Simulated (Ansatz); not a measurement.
Born–Oppenheimer molecular dynamics of CH₄Cl (6 atoms, charge 0, multiplicity 2). It starts from a rough guess of a transition structure, not a stationary point.

Theory: UKS B3LYP/def2-SVP (Ansatz 0.2.0).

```json
{"ensemble": "NVE (velocity Verlet)", "time step": "0.5 fs", "steps asked": "150", "starting velocities drawn for": "300 K", "seed": "864597"}
```

First frame:

```xyz
6
Properties=species:S:1:pos:R:3
H -0.800 -0.380 0.370
C 0.343 0.287 -0.083
Cl 1.123 -0.684 -1.285
H -1.601 -0.842 0.693
H -0.024 1.217 -0.496
H 0.960 0.402 0.800
```

(1) What does the run give?

(2) What happens to the structure?

(3) How do temperature and energy run in time?

Results:

(1) All steps were run.

```json
{
 "steps done": "150",
 "time covered": "75 fs",
 "mean temperature over the second half": "1069 K",
 "spread of the potential energy over the second half": "5.5 meV per atom",
 "mean potential energy of the second half above the start": "-66.2 meV per atom"
}
```

The conserved energy stayed within 0.25 meV per atom of its start (net change -0.069 meV per atom), so the integration is sound. The system heated up, since it started high on the potential surface and ran downhill. A run of 0.075 ps of so small a system gives no equilibrium averages.

(2) The step under study would form H1–H4 and break H1–C2. These pairs go: H1–H4 0.98 → 0.78 Å, H1–C2 1.40 → 6.11 Å. In the last frame they stand as after the step (other bonds may differ from the relaxed reactants and products). It ends as CH2Cl + H2. Pairs count as bonded within 1.25 times the sum of covalent radii (0.12 Å more for H–H). Another seed would give other details.

(3) 
```csv
time (fs),T (K),potential energy less start (eV),conserved less start (meV/atom)
0.0,300,0.000,0.00
2.5,285,0.008,0.10
5.0,344,-0.023,-0.05
7.5,220,0.042,0.19
10.0,425,-0.065,-0.09
12.5,454,-0.079,0.18
15.0,730,-0.223,-0.11
17.5,857,-0.288,-0.06
20.0,1000,-0.361,0.07
22.5,1094,-0.411,-0.07
25.0,1152,-0.441,-0.15
27.5,1012,-0.367,0.18
30.0,1091,-0.410,-0.15
32.5,1055,-0.391,-0.03
35.0,1059,-0.392,0.11
37.5,1154,-0.442,-0.14
40.0,1128,-0.428,-0.01
42.5,1102,-0.414,0.08
45.0,1109,-0.419,-0.12
47.5,1051,-0.388,-0.01
50.0,940,-0.330,0.17
52.5,1057,-0.392,-0.20
55.0,962,-0.341,0.12
57.5,1059,-0.392,0.04
60.0,1104,-0.416,-0.07
62.5,1149,-0.439,0.02
65.0,1087,-0.406,0.13
67.5,1161,-0.446,-0.18
70.0,994,-0.358,0.16
72.5,1029,-0.377,0.04
75.0,1071,-0.399,-0.07
```

Run time: 3.9 min on 1 thread of Arm Neoverse V1 (shared host), peak memory 0.11 GiB.
